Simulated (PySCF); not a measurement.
Coordinates in bohr (charge 0 multiplicity 2):
```
Al   -0.9244    0.0000    0.0149
O     0.8363    0.0000    2.7094
O     0.5670    0.0000   -2.8220
H     0.1064    0.0000    4.3626
H     2.3709    0.0000   -2.9748
```

Method: UPBE0 in PySCF with Al def2-TZVP, O def2-TZVP, H def2-TZVP; no relativity; density-fitted integrals.

This geometry of Al(OH)₂ is a stationary point at this level.

(1) What is the point group?

(2) Is it a minimum?

(3) List the harmonic modes with their infrared intensities.

## Answers

(1) Cs.

(2) Yes: all harmonic wavenumbers are real.

(3) 
```tsv
symmetry	ω (cm⁻¹)	IR (km/mol)
a'	216	32.0
a''	298	228
a''	326	0.4
a'	596	76.1
a'	619	228
a'	770	60.3
a'	902	104
a'	3923	55.3
a'	3953	84.4
```

Other isomers or separated fragments may lie lower.
